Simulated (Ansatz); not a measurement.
Cost and result for the atomization energy of CH₅AlO (`C[O][AlH2]`) (8 atoms, 7 bonds).

Cartesian coordinates in Å:
```
C -0.822 -0.417 0.862
O 0.018 0.557 0.316
Al 1.033 0.613 -1.029
H -0.518 -0.643 1.889
H -0.809 -1.354 0.289
H -1.854 -0.052 0.891
H 1.139 -0.669 -1.956
H 1.811 1.965 -1.261
```

The species carries charge 0 and has multiplicity 1. All single points use the PBE0-D4/def2-TZVP geometry. Program: Ansatz. All runs use 4 threads of an Arm Neoverse V2 on a shared host. Times are those of one run each, without the atoms' runs, and a repeat can differ threefold. Electronic energies, without spin–orbit coupling; frozen cores. CCSD(T)/CBS adds CCSD(T) − MP2 in def2-TZVPP to the MP2 limit, and its time is that of the two runs behind it. T1 = 0.012. B3LYP takes the VWN-RPA correlation (the form of Gaussian; ORCA's B3LYP/G). HSE06 is the plane-wave form, built on full-range PBE exchange.

CCSD(T)/CBS is a level of theory with its own doubt, some kJ/mol a heavy atom from the limit and from the frozen cores, so smaller differences don't rank the functionals.

| level | functions | wall time | atomization (kcal/mol) | difference from CCSD(T)/CBS | per bond |
| --- | --- | --- | --- | --- | --- |
| LDA (SPW92)/def2-TZVPP | 174 | 0.45 s | 726.7 | 78.8 | 11.3 |
| CCSD(T)/def2-SVP | 71 | 0.55 s | 613.8 | -34.1 | -4.9 |
| revPBE-D4/def2-TZVPP | 174 | 0.65 s | 634.7 | -13.2 | -1.9 |
| PBE0-D4/def2-TZVPP | 174 | 0.9 s | 639.1 | -8.8 | -1.3 |
| HSE06-D4/def2-TZVPP | 174 | 1 s | 639.4 | -8.5 | -1.2 |
| B3LYP-D4/def2-TZVPP (with forces) | 174 | 1.1 s | 645.8 | -2.1 | -0.3 |
| B2PLYP/def2-TZVPP | 174 | 1.4 s | 640.1 | -7.8 | -1.1 |
| r2SCAN-D4/def2-TZVPP (with forces) | 174 | 1.6 s | 646.4 | -1.5 | -0.2 |
| r2SCANh-D4/def2-TZVPP | 174 | 1.6 s | 642.5 | -5.4 | -0.8 |
| ωB97M-V/def2-TZVPP (with forces) | 174 | 3.4 s | 647.4 | -0.5 | -0.1 |
| MP2/def2-QZVPP | 334 | 4.7 s | 648.1 | 0.2 | 0.0 |
| CCSD(T)/def2-TZVPP | 174 | 10 s | 631.9 | -16.0 | -2.3 |
| CCSD(T)/CBS(def2) | – | 15 s | 647.9 | 0.0 | 0.0 |

Leaving LDA and LC-ωPBE aside and taking each functional with its dispersion term where it has one, the values, not all of them listed here, spread over 22.0 kcal/mol, from BHLYP-D4 to B97M-V. LDA lies +80.6 kcal/mol from PBE without D4, its usual overbinding. The D4 term adds +3.9 kcal/mol with B3LYP and +2.0 kcal/mol with PBE0; it sums over pairs of atoms, weighted by their polarisabilities, and B3LYP, whose exchange is more repulsive, gets the larger term. At CCSD(T), def2-SVP lies −34.1 kcal/mol from the extrapolated value and def2-TZVPP −16.0 kcal/mol: correlation converges slowly with the basis, and small sets miss more of it in the bonded molecule than in its fragments.
